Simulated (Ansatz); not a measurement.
## Worked example: correlation energy of PH₃⁺, doublet

Geometry: a PBE0/def2-TZVP stationary point for this spin, not checked as a minimum.

```xyz
4

P     0.0001    0.0000   -0.0329
H     1.3541    0.0145    0.3407
H    -0.6904    1.1668    0.3342
H    -0.6661   -1.1799    0.3374
```

Basis cc-pVTZ; Ansatz 0.2.0. Correlated methods freeze the noble-gas cores, which leaves 7 electrons in 71 orbitals. Prefix R: restricted or restricted open-shell reference; prefix U: unrestricted.

Full CI isn't at hand for all of this; UCCSDT(Q) serves as the reference, and is uncertain by the last step of the cluster series or more.

UCCSD has a T1 diagnostic of 0.013 and a largest doubles amplitude of 0.04.

Runs differ by some tens of microhartree through their thresholds and, for an open shell, their frozen cores, so steps under 0.03 kcal/mol mean nothing.

```csv
level,total energy (hartree)
UHF,-342.172984
UMP2,-342.303245
UCCSD,-342.330004
UCCSD(T),-342.334303
UCCSDT,-342.335120
UCCSDT(Q),-342.335226
```

Q: What is the correlation energy at UCCSDT(Q), and what share of it do UMP2 and UCCSD recover?

A: E(corr) = -342.335226 − (-342.172984) = -0.162242 hartree = -4.415 eV. UMP2: -0.130261 / -0.162242 = 80.29 %. UCCSD: -0.157020 / -0.162242 = 96.78 %.

Q: By how many kcal/mol does UCCSD(T) miss UCCSDT(Q) (1 hartree = 627.509 kcal/mol), and which steps make up the rest?

A: -342.334303 − (-342.335226) = 0.000923 hartree = 0.58 kcal/mol. Steps: UCCSDT − UCCSD(T) = -0.51, UCCSDT(Q) − UCCSDT = -0.07 kcal/mol. That is within 1 kcal/mol of the reference in this basis, which itself misses far more of the correlation at the basis-set limit.
